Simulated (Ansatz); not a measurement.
# Bi (model structure, started from the beta-Sn type, I4₁/amd, No. 141, 2 atoms in the cell)

Level of theory: PBEsol (PAW; Ansatz, an electronic-structure program).

Run with plane-wave cutoff 500 eV, 24×24×24 k mesh, Fermi–Dirac smearing 0.1 eV, scalar-relativistic PAW data made under PBE.

Cell (relaxed at this level):

```
CELL_PARAMETERS angstrom
     -3.12592     3.12592     1.65745
      3.12592    -3.12592     1.65745
      3.12592     3.12592    -1.65745
ATOMIC_POSITIONS crystal
  Bi 0.75000 0.25000 0.50000
  Bi 0.00000 0.00000 0.00000
```

```
Quantity         Result
--------  -------------
band gap  zero (no gap)
```

Note: the relaxation could raise the start's symmetry but not lower it, so the cell can be a saddle point.

Spin–orbit coupling is not included; it can shift volumes and moduli of such heavy elements.

Computing time: roughly 3 core-minutes.

A model structure was made by putting elements into a prototype or built by hand; it is no filed structure, need not be a known phase, and can be a saddle point held by its symmetry.
